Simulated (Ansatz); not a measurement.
**Other spins and charges of Si–BH2, doublet at one geometry**

Geometry (PBE0/def2-TZVP stationary point for this spin, not checked as a minimum):

```xyz
4

Si    0.0000    0.0000    0.6345
B     0.0000    0.0000   -1.2907
H     0.0000   -1.0258   -1.9185
H     0.0000    1.0258   -1.9185
```

Basis 6-31G; Ansatz 0.2.0. Only valence electrons are correlated (noble-gas cores frozen). Prefix R: restricted or restricted open-shell reference; prefix U: unrestricted. Active spaces: valence = (9e, 10o) chosen from the atoms' valence shells.

Gaps are energies of the second state less the first, at fixed atoms, for a selection of the levels run; each method lands on the state that its own search finds for that charge and spin.

For open shells CISD and CISDTQ are restricted-active-space CI with the open shells as a complete middle space.

Task: PBE gives 8.891 eV for removing an electron, to the triplet. Estimate what full CI gives in 6-31G.

Result: Full CI in 6-31G gives 8.319 eV, so against it PBE is off by 0.572 eV.

```tsv
level	gap (eV)	error (meV)
RMP2	8.306	-13
CISD	8.272	-47
RCCSD	8.329	10
BCCD(T)	8.324	5
UCCSDT	8.319	0
RCCSDT(Q)	8.319	0
UCCSDTQ	8.319	0
NEVPT2 (valence space)	8.218	-101
MRCISD (valence space)	8.303	-16
r2SCAN	8.886	567
```

Removing an electron, to the singlet: 7.937 eV at full CI (doublet B1, singlet ion A1, in C2v).

```csv
level,gap (eV),error (meV)
RHF,7.796,-141
RMP2,7.964,27
CISD,7.899,-38
RCCSD,7.908,-29
RCCSD(T),7.931,-6
BCCD(T),7.930,-7
RCCSDT,7.937,0
CISDTQ,7.934,-3
RCCSDT(Q),7.937,0
RCCSDTQ,7.937,0
CASSCF (valence space),7.621,-316
NEVPT2 (valence space),7.842,-95
MRCISD (valence space),7.918,-19
MRCISD+Q (valence space),7.932,-5
wB97M-V,8.330,393
```

Task: PBE gives 1.126 eV for quartet less doublet. Estimate what full CI gives in 6-31G.

Result: Full CI in 6-31G gives 0.890 eV, so against it PBE is off by 0.236 eV.

| level | gap (eV) | error (meV) |
| --- | --- | --- |
| RHF | 0.509 | -381 |
| UHF | 0.514 | -376 |
| RMP2 | 0.803 | -87 |
| UMP2 | 0.803 | -87 |
| CISD | 0.817 | -73 |
| RCCSD | 0.886 | -4 |
| UCCSD | 0.886 | -4 |
| RCCSD(T) | 0.890 | 0 |
| UCCSD(T) | 0.890 | 0 |
| BCCD(T) | 0.889 | -1 |
| RCCSDT | 0.890 | 0 |
| UCCSDT | 0.890 | 0 |
| CISDTQ | 0.884 | -6 |
| RCCSDT(Q) | 0.890 | 0 |
| UCCSDT(Q) | 0.890 | 0 |
| RCCSDTQ | 0.890 | 0 |
| UCCSDTQ | 0.890 | 0 |
| CASSCF (valence space) | 0.815 | -75 |
| NEVPT2 (valence space) | 0.872 | -18 |
| MRCISD (valence space) | 0.890 | 0 |
| MRCISD+Q (valence space) | 0.894 | 4 |
| r2SCAN | 0.956 | 66 |
| PBE0 | 1.083 | 193 |
| B3LYP | 1.315 | 425 |
| wB97M-V | 1.389 | 499 |
| B2PLYP | 1.195 | 305 |
| RPA-PBE | 1.137 | 247 |

In so small a basis the reference is far from its limit while semilocal and hybrid functionals are nearer theirs (RPA and double hybrids share much of the reference's basis error), so the functionals' errors here hold much of the reference's basis and frozen-core error, which can add to them or hide them.

Full CI is exact within this basis and frozen core; it isn't the basis-set limit. The frozen core follows each run's orbitals, which can shift R against U totals by a few meV.
